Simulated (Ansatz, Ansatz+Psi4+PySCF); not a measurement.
```
atom    x (Å)    y (Å)    z (Å)
   C  -0.0091   0.0352  -0.6972
   N   0.0085   0.0677   0.7465
   H   0.0078  -0.9795  -1.1540
   H  -0.8892   0.5703  -1.0780
   H   0.8739   0.5692  -1.0883
   H  -0.8160  -0.4272   1.1234
   H   0.8130  -0.4194   1.1306
```

Basis set: cc-pVTZ (spherical functions). Frozen core: 2 orbitals. Charge 0, multiplicity 1.

Computed with Ansatz (development build ahead of 0.2.0); each method stands on the lowest determinant of its kind that the runs found. Restricted open shells among the atoms or ions are ROHF, correlated in semicanonical orbitals with singles.

Problem. Give the atomization energy at this shape (free ground-state atoms in the same class of orbitals less the molecule, no zero-point energy) of singlet CH5N by RHF-MP2, RHF.

Solution.

| method | atomization energy |
| --- | --- |
| RHF-MP2 | 24.57 eV |
| RHF | 18.19 eV |
